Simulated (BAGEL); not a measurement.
**One shape, several levels: CHFO (formyl fluoride)**

We compute a comparison of 4 runs (B3LYP/6-31G*, B3LYP/def2-TZVPP, PBE0/def2-TZVPP, RI-MP2/def2-TZVPP) of CHFO (formyl fluoride). 

Program for the calculation: BAGEL 1.2.2.

8 further runs of the same task are left out: 8 set aside as unsound or not needed.

## Step 1: The molecule

CHFO has 4 atoms, charge 0, and is taken as a singlet. As SMILES, `O=CF`. The coordinates come from a PBE0-D4/def2-TZVP relaxation.

Bond lengths: O1–C2 1.174 Å, C2–F3 1.336 Å, C2–H4 1.097 Å. Angles: O1–C2–F3 122.9°, O1–C2–H4 127.8°, F3–C2–H4 109.3°.

## Step 2: The energy at B3LYP/6-31G(d) (density fitting with cc-pvqz-jkfit, spherical functions) (run 1)

job.json reads:

```json
{ "bagel" : [

{
  "title" : "molecule",
  "basis" : "6-31gs.json",
  "df_basis" : "cc-pvqz-jkfit",
  "angstrom" : true,
  "geometry" : [
    { "atom" : "O", "xyz" : [   -0.889340,    0.201180,    0.827740 ] },
    { "atom" : "C", "xyz" : [   -0.046400,    0.067520,    0.021620 ] },
    { "atom" : "F", "xyz" : [    0.585200,   -1.091810,   -0.181820 ] },
    { "atom" : "H", "xyz" : [    0.350540,    0.823120,   -0.667550 ] }
  ]
},
{
  "title" : "ks",
  "xc_func" : "b3lyp",
  "charge" : 0
},
{
  "title" : "print",
  "file" : "orbitals.molden",
  "orbitals" : true
}

]}
```

The basis set 6-31G* is read from a file made from the Basis Set Exchange's data (not shown).

The run is started by

```sh
$ BAGEL_NUM_THREADS=1 BAGEL job.json > job.out
```

Standard output:

```text
* using 1 threads per process

  ===============================================================
  ===============================================================

  *** Geometry ***

  { "atom" : "O", "xyz" : [     -1.680609,      0.380175,      1.564202 ] },
  { "atom" : "C", "xyz" : [     -0.087683,      0.127594,      0.040856 ] },
  { "atom" : "F", "xyz" : [      1.105868,     -2.063222,     -0.343590 ] },
  { "atom" : "H", "xyz" : [      0.662425,      1.555471,     -1.261487 ] },

  Number of auxiliary basis functions:      369

  Since a DF basis is specified, we compute 2- and 3-index integrals:
    o Being stored without compression. Storage requirement is 0.006 GB

  Number of basis functions:       44
  Number of electrons      :       24

    * METHOD: MOLECULE                             0.09

  *** Kohn-Sham DFT ***

    * Removing 5574 points whose weight is below 1.00e-10
    * Grid points: 54050

  === Nuclear Repulsion ===
    67.6655037812

       - DIIS with orbital gradients will be used.

  === KS iteration (b3lyp / 6-31gs.json) ===
      0       -198.09651724          0.17637688           0.09
      1       -194.09119937          0.25317443           0.07
      2       -202.61649323          0.18901278           0.06
      3       -212.30541094          0.10838847           0.06
      4       -213.08029485          0.07227250           0.06
      5       -213.69554293          0.02147870           0.06
      6       -213.72884257          0.01616266           0.06
      7       -213.75808942          0.00302257           0.06
      8       -213.75915630          0.00040927           0.06
      9       -213.75917757          0.00002928           0.06
     10       -213.75917771          0.00000603           0.06
     11       -213.75917771          0.00000141           0.06
     12       -213.75917771          0.00000043           0.06
     13       -213.75917771          0.00000017           0.06
     14       -213.75917771          0.00000007           0.06
     15       -213.75917771          0.00000007           0.06
     16       -213.75917771          0.00000001           0.06
    * SCF iteration converged.

    * Permanent dipole moment:
           (   -0.420342,    -0.338350,     0.555151) a.u.

    * METHOD: KS                                   1.24

    * METHOD: PRINT                                0.01

  ===============================================================
```

It took 1.5 s on 1 thread of Arm Neoverse V1, shared host; peak memory 0.14 GiB.

## Step 3: The energy at B3LYP/def2-TZVPP (density fitting with cc-pvqz-jkfit) (run 2)

job.json reads:

```json
{ "bagel" : [

{
  "title" : "molecule",
  "basis" : "tzvpp",
  "df_basis" : "cc-pvqz-jkfit",
  "angstrom" : "true",
  "geometry" : [
    { "atom" : "O", "xyz" : [      -0.889340,       0.201180,       0.827740 ] },
    { "atom" : "C", "xyz" : [      -0.046400,       0.067520,       0.021620 ] },
    { "atom" : "F", "xyz" : [       0.585200,      -1.091810,      -0.181820 ] },
    { "atom" : "H", "xyz" : [       0.350540,       0.823120,      -0.667550 ] }
  ]
},

{ "title" : "ks", "xc_func" : "b3lyp", "charge" : 0 },

{ "title" : "print", "file" : "orbitals.molden", "orbitals" : "true" }

]}
```

The run is started by

```sh
$ BAGEL_NUM_THREADS=1 BAGEL job.json > job.out
```

Standard output:

```text
* using 1 threads per process

  ===============================================================
  ===============================================================

  *** Geometry ***

  { "atom" : "O", "xyz" : [     -1.680609,      0.380175,      1.564202 ] },
  { "atom" : "C", "xyz" : [     -0.087683,      0.127594,      0.040856 ] },
  { "atom" : "F", "xyz" : [      1.105868,     -2.063222,     -0.343590 ] },
  { "atom" : "H", "xyz" : [      0.662425,      1.555471,     -1.261487 ] },

  Number of auxiliary basis functions:      369

  Since a DF basis is specified, we compute 2- and 3-index integrals:
    o Being stored without compression. Storage requirement is 0.034 GB

  Number of basis functions:      107
  Number of electrons      :       24

    * METHOD: MOLECULE                             0.16

  *** Kohn-Sham DFT ***

    * Removing 5574 points whose weight is below 1.00e-10
    * Grid points: 54050

  === Nuclear Repulsion ===
    67.6655037812

       - DIIS with orbital gradients will be used.

  === KS iteration (b3lyp / tzvpp) ===
      0       -187.21550493          0.18582269           0.19
      1       -178.26243350          0.22992521           0.20
      2       -196.12883931          0.15817859           0.19
      3       -211.81429835          0.07908210           0.19
      4       -212.43448014          0.06674513           0.19
      5       -213.59903097          0.02958405           0.19
      6       -213.75121120          0.02002801           0.19
      7       -213.86492262          0.00238541           0.19
      8       -213.86673289          0.00054045           0.18
      9       -213.86682269          0.00008102           0.19
     10       -213.86682462          0.00002633           0.19
     11       -213.86682481          0.00000290           0.19
     12       -213.86682482          0.00000220           0.19
     13       -213.86682482          0.00000073           0.19
     14       -213.86682482          0.00000043           0.19
     15       -213.86682482          0.00000010           0.20
     16       -213.86682482          0.00000003           0.19
     17       -213.86682482          0.00000001           0.19
     18       -213.86682482          0.00000000           0.19
    * SCF iteration converged.

    * Permanent dipole moment:
           (   -0.422460,    -0.400168,     0.580682) a.u.

    * METHOD: KS                                   3.93

    * METHOD: PRINT                                0.03

  ===============================================================
```

Wall time 4.5 s (1 thread of Arm Neoverse V1, shared host); peak memory 0.3 GiB.

Run 3 isn't shown in full; the table further down has it.

## Step 4: A single-point energy at RI-MP2/def2-TZVPP (density fitting with cc-pvqz-jkfit) (run 4)

input.json reads:

```json
{ "bagel": [

{
  "title": "molecule",
  "basis": "tzvpp",
  "df_basis": "cc-pvqz-jkfit",
  "angstrom": true,
  "geometry": [
    { "atom": "O", "xyz": [   -0.889340,    0.201180,    0.827740 ] },
    { "atom": "C", "xyz": [   -0.046400,    0.067520,    0.021620 ] },
    { "atom": "F", "xyz": [    0.585200,   -1.091810,   -0.181820 ] },
    { "atom": "H", "xyz": [    0.350540,    0.823120,   -0.667550 ] }
  ]
},
{
  "title": "hf"
},
{
  "title": "mp2",
  "ncore": 3
}

]}
```

The run is started by

```sh
$ BAGEL_NUM_THREADS=1 BAGEL input.json > input.out
```

Standard output:

```text
* using 1 threads per process

  ===============================================================
  ===============================================================

  *** Geometry ***

  { "atom" : "O", "xyz" : [     -1.680609,      0.380175,      1.564202 ] },
  { "atom" : "C", "xyz" : [     -0.087683,      0.127594,      0.040856 ] },
  { "atom" : "F", "xyz" : [      1.105868,     -2.063222,     -0.343590 ] },
  { "atom" : "H", "xyz" : [      0.662425,      1.555471,     -1.261487 ] },

  Number of auxiliary basis functions:      369

  Since a DF basis is specified, we compute 2- and 3-index integrals:
    o Being stored without compression. Storage requirement is 0.034 GB

  Number of basis functions:      107
  Number of electrons      :       24

    * METHOD: MOLECULE                             0.16

  *** RHF ***

  === Nuclear Repulsion ===
    67.6655037812

      * DIIS with orbital gradients will be used.

  === RHF iteration (tzvpp) ===
      0       -212.60385477          0.02599851           0.03
      1       -212.72411993          0.02025390           0.04
      2       -212.84162019          0.00194452           0.04
      3       -212.84334147          0.00106465           0.04
      4       -212.84383986          0.00029235           0.04
      5       -212.84392058          0.00014018           0.03
      6       -212.84394043          0.00005721           0.03
      7       -212.84394418          0.00001095           0.04
      8       -212.84394425          0.00000487           0.04
      9       -212.84394426          0.00000220           0.04
     10       -212.84394426          0.00000048           0.03
     11       -212.84394426          0.00000022           0.04
     12       -212.84394426          0.00000005           0.04
     13       -212.84394426          0.00000002           0.04
     14       -212.84394426          0.00000001           0.04
    * SCF iteration converged.

    * Permanent dipole moment:
           (   -0.491680,    -0.475979,     0.679700) a.u.

    * METHOD: HF                                   0.64

  *** RHF ***

  === Nuclear Repulsion ===
    67.6655037812

      * DIIS with orbital gradients will be used.

  === RHF iteration (tzvpp) ===
      0       -212.84394426          0.00000000           0.03
    * SCF iteration converged.

    * Permanent dipole moment:
           (   -0.491680,    -0.475979,     0.679699) a.u.

  === DF-MP2 calculation ===

    * freezing 3 orbitals
    * 3-index integral transformation done
    * assembly done

      MP2 correlation energy:   -0.6339980362      0.04

      MP2 total energy:       -213.4779422992

    * METHOD: MP2                                  0.11

  ===============================================================
```

Run time: 1.1 s. Hardware: 1 thread of Arm Neoverse V1, shared host; peak memory 0.098 GiB.

## Step 5: Overview of the runs

```
run                                                                   level  frozen core orbitals  energy (Eh)  dipole moment (D)  HOMO energy (eV)  LUMO energy (eV)  wall time
  1  B3LYP/6-31G* (density fitting with cc-pvqz-jkfit, spherical functions)                     –  -213.759178               1.97             -8.82             -0.64      1.5 s
  2                   B3LYP/def2-TZVPP (density fitting with cc-pvqz-jkfit)                     –  -213.866825               2.09             -9.28             -1.23      4.5 s
  3                    PBE0/def2-TZVPP (density fitting with cc-pvqz-jkfit)                     –  -213.643867               2.09             -9.52             -0.89      3.9 s
  4                  RI-MP2/def2-TZVPP (density fitting with cc-pvqz-jkfit)                     3  -213.477942                  –                 –                 –      1.1 s
```

## Step 6: Summary of results

| quantity | value |
| --- | --- |
| run 4: total energy | -213.47794 Eh |
| run 4: correlation energy (3 core orbitals frozen) | -634.0 mEh |

What this shows: Over runs 1, 2, 3 the dipole moment (its size) runs from 1.97 D (B3LYP/6-31G*) to 2.09 D (B3LYP/def2-TZVPP). Over runs 1, 2, 3 the HOMO–LUMO gap runs from 8.05 eV (B3LYP/def2-TZVPP) to 8.64 eV (PBE0/def2-TZVPP). Totals of different functionals can't be ranked against each other. All runs together took 11 s, the longest 4.5 s.
